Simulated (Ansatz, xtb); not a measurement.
# Two structures of CH2FS−

Structure I is `FC[S-]`, a singlet and structure II is a singlet given by its coordinates. Both are gas-phase species (loosely bound parts included), relaxed with B3LYP-D3(BJ)/def2-SVPD.

I (Å):

```xyz
5

C     0.7983   -1.4028    0.3724
F    -0.2747   -0.6329    0.9986
S     1.6429   -2.5245    1.4678
H     1.4609   -0.6212   -0.0354
H     0.2847   -1.9179   -0.4565
```

II (Å):

```xyz
5

C     0.2905   -0.9682    0.2257
F     2.4571   -2.9109    1.3403
S     0.6561   -2.5563    0.3416
H     0.7059   -0.3333   -0.5714
H    -0.2086   -0.4260    1.0430
```

Close contacts (Å): C1–S3 1.63, F2–S3 2.09, C1–H4 1.10, C1–H5 1.10.

Problem. Estimate E(II) − E(I) at the level CCSD(T)/def2-TZVPPD.

Solution. Calculated at CCSD(T)/def2-TZVPPD: E(II) − E(I) = +94.9 kJ/mol, so structure I lies lower.

The same difference at several levels:

```json
{"level": "GFN2-xTB", "geometry": "GFN2-xTB", "E(II) − E(I) (kJ/mol)": "+96.8", "departure from the last row (kJ/mol)": "+2.0", "job, with rough time for the two": "optimisation, 0.16 s"}
{"level": "HF/STO-3G", "geometry": "GFN2-xTB", "E(II) − E(I) (kJ/mol)": "+341.1", "departure from the last row (kJ/mol)": "+246.2", "job, with rough time for the two": "single point, 0.18 s"}
{"level": "r2SCAN-D4/def2-SVPD", "geometry": "GFN2-xTB", "E(II) − E(I) (kJ/mol)": "+92.7", "departure from the last row (kJ/mol)": "−2.1", "job, with rough time for the two": "single point, 2.4 s"}
{"level": "B3LYP-D3(BJ)/def2-SVPD", "geometry": "B3LYP-D3(BJ)/def2-SVPD", "E(II) − E(I) (kJ/mol)": "+91.4", "departure from the last row (kJ/mol)": "−3.4", "job, with rough time for the two": "optimisation, 15 s"}
{"level": "HF/def2-TZVPPD", "geometry": "B3LYP-D3(BJ)/def2-SVPD", "E(II) − E(I) (kJ/mol)": "+153.2", "departure from the last row (kJ/mol)": "+58.3", "job, with rough time for the two": "part of the CCSD(T) run"}
{"level": "MP2/def2-TZVPPD", "geometry": "B3LYP-D3(BJ)/def2-SVPD", "E(II) − E(I) (kJ/mol)": "+87.0", "departure from the last row (kJ/mol)": "−7.8", "job, with rough time for the two": "part of the CCSD(T) run"}
{"level": "CCSD(T)/def2-TZVPPD", "geometry": "B3LYP-D3(BJ)/def2-SVPD", "E(II) − E(I) (kJ/mol)": "+94.9", "departure from the last row (kJ/mol)": "", "job, with rough time for the two": "single point, 43 s"}
```

The levels shown agree on the order. The largest departure from CCSD(T)/def2-TZVPPD is that of HF/STO-3G, 246.2 kJ/mol.

With harmonic frequencies from B3LYP-D3(BJ)/def2-SVPD (ideal gas, rigid rotor, one conformer each, 298.15 K, 1 atm): the zero-point term adds −8.1 kJ/mol; ΔH is +88.7 and ΔG +84.7 kJ/mol.

The correlated steps freeze 7 core orbitals. Programs: Ansatz 0.2.0, xtb 6.7.1; the last row on 2 threads of Arm Neoverse V1 on a shared host.
